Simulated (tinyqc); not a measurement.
Pariser-Parr-Pople SCF with singles CI, for the molecule C=CC(=C)C=N (SMILES; centres numbered as the heavy atoms are written), step by step. One step of it, computed by the program tinyqc.

Question. Singles CI, singlets. Over the 4 single excitations with the smallest orbital gaps: A = (e_a - e_i) delta + 2 (ia|jb) - (ij|ab), with (pq|rs) = sum c_mp c_mq gamma_mn c_nr c_ns. f = 2/3 w |mu|^2 in atomic units, mu = sqrt2 sum c_ia sum_m c_mi c_ma R_m.

orbital energies (eV): -14.732888  -12.486471  -10.648400  -1.667092  0.051654  2.631692

coefficients:
```
         MO1        MO2        MO3        MO4        MO5        MO6
1C  0.237233  -0.405130  -0.526880   0.376178   0.532723   0.276919
2C  0.399911  -0.455405  -0.367765  -0.213250  -0.509700  -0.438356
3C  0.591944  -0.146178   0.390029  -0.353016  -0.046957   0.591005
4C  0.341012  -0.138536   0.559287   0.653082   0.018450  -0.353355
5C  0.440097   0.428703  -0.065667  -0.343224   0.543086  -0.453290
6N  0.351310   0.635712  -0.343379   0.379573  -0.398654   0.227028
```

repulsion gamma_rs (eV):
```
           1C         2C         3C         4C         5C         6N
1C  11.130000   7.554960   5.239602   3.670029   4.668463   3.290469
2C   7.554960  11.130000   7.553862   5.238761   5.239602   3.689818
3C   5.239602   7.553862  11.130000   7.552439   7.554960   5.297072
4C   3.670029   5.238761   7.552439  11.130000   5.239019   4.708818
5C   4.668463   5.239602   7.554960   5.239019  11.130000   7.729197
6N   3.290469   3.689818   5.297072   4.708818   7.729197  12.300000
```

Centres (angstrom, eV; a flat drawing with bonds scaled to 1.40 angstrom):
```
centre          x          y  core charge z          W   gamma_rr
1C       2.100000   0.808000              1  11.160000  11.130000
2C       1.400000  -0.404000              1  11.160000  11.130000
3C       0.000000  -0.404000              1  11.160000  11.130000
4C      -0.700000  -1.617000              1  11.160000  11.130000
5C      -0.700000   0.808000              1  11.160000  11.130000
6N      -2.100000   0.808000              1  14.100000  12.300000
```

Give: singlet CI matrix; singlet excitation energies; oscillator strengths.

Answer.

singlet CI matrix (eV):
```
         3>4      3>5      2>4      2>5
3>4   4.7187   0.1550   0.1546  -0.4034
3>5   0.1550   5.7449  -0.2126  -0.1444
2>4   0.1546  -0.2126   5.9149   0.1281
2>5  -0.4034  -0.1444   0.1281   7.6107
```

singlet excitation energies (eV): 4.6170  5.6407  6.0429  7.6885

oscillator strengths: 0.5222  0.7661  0.0503  0.1477
